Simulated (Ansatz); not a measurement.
A calculation with Ansatz (development build ahead of 0.2.0).

```yaml
crystal:
  periodic: [false, false, false]
  atoms:
    - { symbol: Si, position_ang: [0.04068, 0.06158, -0.00127] }
    - { symbol: H, position_ang: [0.80594, -1.06036, 0.58983] }
    - { symbol: H, position_ang: [-0.31728, -0.22378, -1.41989] }
    - { symbol: H, position_ang: [-1.16626, 0.36282, 0.80268] }
basis:
  gaussian: { orbitals: def2-SVP }
magnetization:
  spin_polarized: true
  initial_magnetization: 1
hamiltonian:
  xc: hf
output:
  forces: true
```

The input is written out in the form of the current development build from the run's settings.

The run gave:

```
Converged                       : yes
Total energy                    : -290.53401 hartree
Spin squared of the determinant : 0.754
Stability test                  : minimum
```

Forces (eV/Å):
| atom | Fx | Fy | Fz |
| --- | --- | --- | --- |
| Si1 | -0.034 | -0.027 | -0.166 |
| H2 | -0.003 | -0.001 | -0.004 |
| H3 | 0.039 | 0.031 | 0.176 |
| H4 | -0.002 | -0.003 | -0.006 |
